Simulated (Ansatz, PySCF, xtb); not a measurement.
Ligands exchanged one at a time, Al F-H. All species are isolated molecules in the gas phase. Strings in code marks are SMILES.

Quantity: redistribution energy (mixed species minus the weighted end members), in kcal/mol.

Level 1: frozen-core CCSD(T)/cc-pVTZ // B3LYP-D3(BJ)/def2-TZVP (Ansatz, an electronic-structure program)
Level 2: PBE-D3(BJ)/def2-TZVP // B3LYP-D3(BJ)/def2-TZVP (PySCF)
Level 3: frozen-core MP2/6-31G* // B3LYP-D3(BJ)/def2-TZVP (PySCF)
Level 4: GFN2-xTB (xtb)

```tsv
species	level 2	level 3	level 4
1 of 3 F replaced by H: `[F][AlH][F]`	-4.08	-3.55	-15.0
2 of 3 F replaced by H: `[AlH2][F]`	-2.55	-1.99	-11.6
```

Question: What does level 1 give for each?

Answer: 
- 1 of 3 F replaced by H: `[F][AlH][F]`: -3.39
- 2 of 3 F replaced by H: `[AlH2][F]`: -2.02
